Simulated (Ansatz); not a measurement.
# H3MgNS, SMILES [NH2][Mg][SH]: a relaxed scan of one distance

Computed with the Ansatz DFT code, driven from Python.

Run as a notebook:

```python
import ansatz as az
import numpy as np

h3mgns = (
    az.Crystal.molecule()
    .atom("N", (-1.3888, 0.25, -1.0606))
    .atom("Mg", (-0.1119, 0.04, 0.5093))
    .atom("S", (1.4147, -0.2507, 2.348))
    .atom("H", (-0.9551, 1.0406, -1.6957))
    .atom("H", (-1.4252, -0.6034, -1.6346))
    .atom("H", (2.5083, -0.5405, 1.4874))
)
```

```python
calc = h3mgns.calculation()
calc = calc.basis(gaussian="def2-SVP")
calc = calc.functional("hf").accuracy("medium")
symbols = [site.symbol for site in h3mgns.cartesian_sites]
pairs = [(0, 1), (0, 3), (0, 4), (1, 2), (2, 5)]
print("held (A)   E (eV)        ", "  ".join(f"{symbols[i]}{i}-{symbols[j]}{j}" for i, j in pairs))
for length in [2.21, 2.41, 2.6, 2.89, 3.25]:
    data = calc.relax(constraints=[az.DistanceConstraint((1, 2), at=length)], force_tolerance=0.02, max_steps=60).run(threads=1).report
    xyz = np.array(data["positions_ang"])
    print(f"{length:6.2f} {data['free_energy_ev']:14.5f}  ", "  ".join(f"{np.linalg.norm(xyz[i] - xyz[j]):.3f}" for i, j in pairs))
```

    held (A)   E (eV)         N0-Mg1  N0-H3  N0-H4  Mg1-S2  S2-H5
    DeckWarning: relax.constraints: the input's atoms, or those drawn, lie off the distances that are held; a relaxation that starts there is brought onto them ahead of its first SCF, by positions alone, an atom by 9.87e-2 Å at the most. With the symmetry [...]
      2.21   -17773.34333   1.887  1.005  1.005  2.210  1.339
      2.41   -17773.38297   1.884  1.004  1.005  2.410  1.339
      2.60   -17773.12177   1.883  1.005  1.005  2.600  1.339
      2.89   -17772.48954   1.879  1.005  1.005  2.890  1.339
      3.25   -17771.62242   1.874  1.005  1.005  3.250  1.339

Notes:
- These settings explore the input space; basis and method may be short of convergence.
- Warnings are shown shortened and without file and line.
- The energies are electronic: no zero-point or thermal terms, and the basis set is short of its limit.
- The whole script took 110 s on 1 thread of AMD EPYC (Zen 3), on a shared host, peak memory 0.2 GiB.

(Lines on the test bed's own set-up are left out of the output.)
